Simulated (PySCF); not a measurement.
# Orbital picture of AlC⁺

PBE0 at R = 1.965 Å; Al jorge-DZP-DKH, C jorge-DZP-DKH; spin-free X2C with a Gaussian nucleus (PySCF 2.14). State: ³Π (triplet), unpaired electrons σ ↑, π ↑, a second solution, started from another occupation. Only the outer orbitals are listed, counted within each symmetry.

| spin | orbital | occ. | ε (eV) | on Al (%) | main shells (%) |
| --- | --- | --- | --- | --- | --- |
| α | 5σ | 1 | -24.82 | 14 | 81 C s |
| α | 6σ | 1 | -16.52 | 42 | 44 C p, 41 Al s, 14 C s |
| α | 2π | 1 | -14.97 | 11 | 89 C p, 8 Al p |
| α | 7σ | 1 | -13.40 | 71 | 45 Al s, 29 C p, 24 Al p |
| α | 2π | 0 | -11.60 | 20 | 80 C p, 16 Al p |
| α | 3π | 0 | -7.64 | 94 | 93 Al p |
| α | 3π | 0 | -7.38 | 86 | 84 Al p, 14 C p |
| β | 5σ | 1 | -22.53 | 21 | 74 C s, 13 Al s |
| β | 6σ | 1 | -14.55 | 59 | 59 Al s, 22 C p, 18 C s |
| β | 2π | 0 | -10.96 | 24 | 76 C p, 20 Al p |
| β | 7σ | 0 | -9.80 | 55 | 43 C p, 29 Al s, 25 Al p |
| β | 2π | 0 | -9.79 | 37 | 63 C p, 34 Al p |

Task: Which are the highest filled and the lowest empty level, where do they sit, and how wide is the gap?

Result: Highest filled α 7σ at -13.40 eV (in %: 45 Al s, 29 C p, 24 Al p); lowest empty α 2π at -11.60 eV (in %: 80 C p, 16 Al p); the gap at PBE0 is 1.80 eV.

```json
{"bond order (Mayer)": "1.07", "⟨S²⟩": "2.011", "charge on Al (Mulliken, basis-dependent)": "0.82", "charge on Al (Löwdin, basis-dependent)": "0.71", "dipole moment (positive dipole points towards C; it is taken about the centre of mass and depends on that origin)": "-1.23 D"}
```
